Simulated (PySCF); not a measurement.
Compound: C3H9N.
Numbering: `[CH3:1][N:2]([CH3:3])[CH3:4]` (hydrogens: H5, H6, H7 on C1; H8, H9, H10 on C3; H11, H12, H13 on C4)

Computed by this run: PySCF 2.14.0, PBE0-D3(BJ)/def2-SVP geometry optimisation, gas phase; density fitting, grid level 1; the optimiser is geomeTRIC in internal coordinates, started from an MMFF94s structure.

The end geometry, which sets the zero of energy:
```
atom  x, y, z in Å
C1      0.2572    1.2712    0.5635
N2     -0.1271   -0.1132    0.4933
C3      0.9756   -0.9757    0.1632
C4     -1.2674   -0.3262   -0.3572
H5      0.6073    1.6840   -0.4120
H6      1.0731    1.4025    1.2915
H7     -0.5935    1.8849    0.8988
H8      1.3923   -0.7924   -0.8553
H9      0.6599   -2.0299    0.2077
H10     1.7941   -0.8400    0.8873
H11    -1.0767   -0.0701   -1.4262
H12    -1.5787   -1.3817   -0.3179
H13    -2.1162    0.2868   -0.0153
```

Question: These geometries come from the run, each turned onto the end geometry. Order them by energy, lowest first.
A.
```
atom  x, y, z in Å
C1      0.2697    1.2588    0.5677
N2     -0.1359   -0.1208    0.5209
C3      0.9589   -0.9820    0.1603
C4     -1.2665   -0.3106   -0.3485
H5      0.5979    1.6527   -0.4231
H6      1.0829    1.4266    1.2928
H7     -0.5878    1.8710    0.8892
H8      1.3697   -0.7656   -0.8541
H9      0.6782   -2.0471    0.1996
H10     1.7806   -0.8324    0.8786
H11    -1.0451   -0.0655   -1.4141
H12    -1.5651   -1.3705   -0.3175
H13    -2.1374    0.2854   -0.0306
```
B.
```
atom  x, y, z in Å
C1      0.2597    1.2659    0.5653
N2     -0.1334   -0.1186    0.5132
C3      0.9695   -0.9764    0.1637
C4     -1.2659   -0.3221   -0.3529
H5      0.6040    1.6630   -0.4186
H6      1.0728    1.4089    1.2935
H7     -0.5897    1.8883    0.8895
H8      1.3760   -0.7771   -0.8557
H9      0.6653   -2.0333    0.2084
H10     1.7971   -0.8386    0.8780
H11    -1.0572   -0.0644   -1.4180
H12    -1.5764   -1.3790   -0.3275
H13    -2.1219    0.2834   -0.0175
```
C.
```
atom  x, y, z in Å
C1      0.2579    1.2762    0.5664
N2     -0.1454   -0.1294    0.5516
C3      0.9796   -0.9798    0.1644
C4     -1.2730   -0.3280   -0.3584
H5      0.5873    1.6239   -0.4196
H6      1.0755    1.4342    1.2785
H7     -0.5722    1.9110    0.8962
H8      1.3466   -0.7497   -0.8425
H9      0.6906   -2.0364    0.1929
H10     1.8104   -0.8630    0.8693
H11    -1.0233   -0.0639   -1.3925
H12    -1.6030   -1.3727   -0.3394
H13    -2.1309    0.2775   -0.0454
```

Answer: B (0.002 eV), A (0.017 eV), C (0.055 eV).

In the order of the answer:

```csv
step,E above end (eV),largest force (eV/Å),rms force component (eV/Å),rms distance from end (Å),rms bond change (Å),bond most changed (Å)
2,0.002,0.15,0.042,0.014,0.001,N2–C4 +0.002
1,0.017,0.33,0.105,0.026,0.001,C1–H6 +0.001
0,0.055,0.96,0.334,0.042,0.016,N2–C4 +0.024
```

What follows is the cost of the whole optimisation. On one thread, Arm Neoverse N1, no GPU, on a shared host, this took 33 s wall, 29 s CPU.
